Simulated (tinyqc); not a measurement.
Worked calculation: Pariser-Parr-Pople SCF with singles CI, for the molecule O=CC=O (SMILES; centres numbered as the heavy atoms are written). One step of it, computed by the program tinyqc.

Task: Iteration 3: Fock matrix. F_rr = H_rr + P_rr gamma_rr / 2 + sum_(s != r) P_ss gamma_rs; F_rs = H_rs - P_rs gamma_rs / 2; E = tr P (H + F) / 2 + core repulsion sum_(r<s) z_r z_s gamma_rs.

P after iteration 2, lower triangle:
```
           1O        2C        3C        4O
1O   1.295035
2C   0.894584  0.704965
3C   0.095681  0.303148  0.704965
4O  -0.303148  0.095681  0.894584  1.295035
```

core matrix H (eV), lower triangle:
```
            1O          2C          3C          4O
1O  -34.981510
2C   -2.510000  -32.230856
3C    0.000000   -2.390000  -32.230856
4O    0.000000    0.000000   -2.510000  -34.981510
```

repulsion gamma_rs (eV), lower triangle:
```
           1O         2C         3C         4O
1O  15.200000
2C   8.102761  11.130000
3C   5.413077   7.555018  11.130000
4O   3.765672   5.413077   8.102761  15.200000
```

Centres (angstrom, eV; a flat drawing with bonds scaled to 1.40 angstrom):
```
centre          x          y  core charge z          W   gamma_rr
1O       1.848000  -0.127000              1  17.700000  15.200000
2C       0.559000   0.421000              1  11.160000  11.130000
3C      -0.559000  -0.421000              1  11.160000  11.130000
4O      -1.848000   0.127000              1  17.700000  15.200000
```

Give: F; pi energy.

Result:

F (eV), lower triangle:
```
          1O       2C       3C        4O
1O  -10.7344
2C   -6.1343  -5.4782
3C   -0.2590  -3.5351  -5.4782
4O    0.5708  -0.2590  -6.1343  -10.7344
```

pi energy = -64.9198 eV
